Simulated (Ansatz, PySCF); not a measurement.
difluoromethane (CH2F2), SMILES FCF. Atoms are numbered in the order given.

```xyz
5

F     -1.1035     0.0000    -0.2905
C      0.0000     0.0000     0.5036
F      1.1035     0.0000    -0.2905
H      0.0000    -0.9138     1.1037
H      0.0000     0.9138     1.1037
```

Geometry: ωB97X-D3(BJ)/def2-TZVP.

Vertical ionisation energy (IE) and electron affinity (EA) in eV. Rows of orbital energies are one-electron estimates. Where ΔSCF, EOM or ADC give a negative EA the extra electron is unbound and the value depends on the basis.

```
level                                                                         IE     EA
-------------------------------------------------------------------------  -----  -----
−ε(HOMO), −ε(LUMO), M06-2X/def2-TZVPD (PySCF)                              11.79  -0.45
−ε(HOMO), −ε(LUMO), PBE/def2-TZVPD (PySCF)                                     ?      ?
ΔSCF, CAM-B3LYP/def2-TZVPD (Ansatz), final states of multiplicity 2 and 2  13.22  -1.47
ΔSCF, PBE/def2-TZVPD (Ansatz), final states of multiplicity 2 and 2        12.43  -1.31
```

Question: Complete the blanks. (Estimate from the structure and the level; the computed values follow.)

Answer: 
- −ε(HOMO), −ε(LUMO), PBE/def2-TZVPD (PySCF), IE: 8.17
- −ε(HOMO), −ε(LUMO), PBE/def2-TZVPD (PySCF), EA: 0.12

Question: What vertical singlet–triplet gap does ΔSCF give with CAM-B3LYP/def2-TZVPD (Ansatz, an electronic-structure program) and with PBE/def2-TZVPD (Ansatz)? (Estimate from the structure and the level; the computed values follow.)

Answer: 9.23 and 8.34 eV (triplet above singlet where positive).
